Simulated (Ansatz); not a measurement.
C3H3Cl, SMILES C=C=CCl, a short molecular-dynamics run

Program: Ansatz's Python interface.

`run_md.py`
```python
# -*- coding: utf-8 -*-
'''Molecular dynamics of one C3H3Cl molecule.'''

from dataclasses import dataclass

import ansatz
import numpy as np


@dataclass(frozen=True)
class Options:
    basis_set: str = 'def2-SVP'
    xc: str = 'hf'
    n_steps: int = 20
    temperature_k: int = 300


opts = Options()


def main():
    geometry = (
        ansatz.Crystal.molecule()
        .atom('C', [0.5234, 1.072, 0.5792])
        .atom('C', [0.09, 0.0007, 0.0175])
        .atom('C', [-0.3189, -1.104, -0.5425])
        .atom('Cl', [-1.8621, -1.2997, -0.9068])
        .atom('H', [0.7717, 1.9552, -0.0614])
        .atom('H', [0.4769, 1.2453, 1.6443])
        .atom('H', [0.3803, -1.9376, -0.7759])
    )

    calculation = geometry.calculation().basis(gaussian=opts.basis_set).functional(opts.xc)
    symbols = [site.symbol for site in geometry.cartesian_sites]
    start = np.array([site.position_ang for site in geometry.cartesian_sites], dtype=float)
    summary = calculation.relax(force_tolerance=0.02).run().report
    end = np.array(summary['positions_ang'])
    minimum = ansatz.Crystal.molecule()
    for symbol, place in zip(symbols, end):
        minimum = minimum.atom(symbol, place.tolist())

    # dynamics from the relaxed geometry
    calculation = (
        minimum.calculation()
        .basis(gaussian=opts.basis_set)
        .functional(opts.xc)
        .md('nvt_nose_hoover', timestep=1.0, steps=opts.n_steps, temperature=opts.temperature_k, initial_velocities='maxwell_boltzmann', seed=93, thermostat_time=50)
    )
    frames = []
    result = calculation.session().plan().execute(on_event=lambda e: frames.append(e['data']) if e['event'] == 'md_step' else None)
    print('t (fs)   E_pot (eV)      E_kin (eV)   T (K)   d(0-1) (A)')
    for f in frames[::2]:
        xyz = np.array(f['positions_ang'])
        print(f'{f["time_fs"]:6.2f} {f["lagrangian_ev"]:14.5f} {f["e_kin_ev"]:10.5f} {f["temperature_k"]:8.1f} {np.linalg.norm(xyz[0] - xyz[1]):9.4f}')
    kept = np.array([f['conserved_ev'] for f in frames])
    print(f'conserved energy moves by at most {1000 * np.ptp(kept):.3f} meV')


if __name__ == '__main__':
    main()
```

Running `python run_md.py` prints:
```text
t (fs)   E_pot (eV)      E_kin (eV)   T (K)   d(0-1) (A)
  0.00   -15634.09099    0.19389    300.0    1.2980
  2.00   -15633.98474    0.09693    150.0    1.2898
  4.00   -15634.00277    0.11203    173.3    1.2885
  6.00   -15634.01224    0.11806    182.7    1.2956
  8.00   -15633.93477    0.04910     76.0    1.3052
 10.00   -15634.02550    0.13091    202.6    1.3104
 12.00   -15633.93063    0.04582     70.9    1.3105
 14.00   -15633.99927    0.11001    170.2    1.3071
 16.00   -15634.00549    0.11650    180.3    1.3024
 18.00   -15633.96486    0.08236    127.4    1.2966
 20.00   -15634.04263    0.15496    239.8    1.2906
conserved energy moves by at most 11.249 meV
```

Reading the output:
- Total energies depend on the basis set; only differences at equal settings carry meaning.
- The trajectory is only some femtoseconds long, so its temperature is not equilibrated; where the script doesn't relax first, it starts from a rough generated geometry.
- The temperature counts the internal degrees of freedom alone.
- With hydrogen a step over 0.5 fs is long.
- It ran for 29 s on 1 thread of Arm Neoverse V1, with other jobs on the host, peak memory 0.2 GiB.
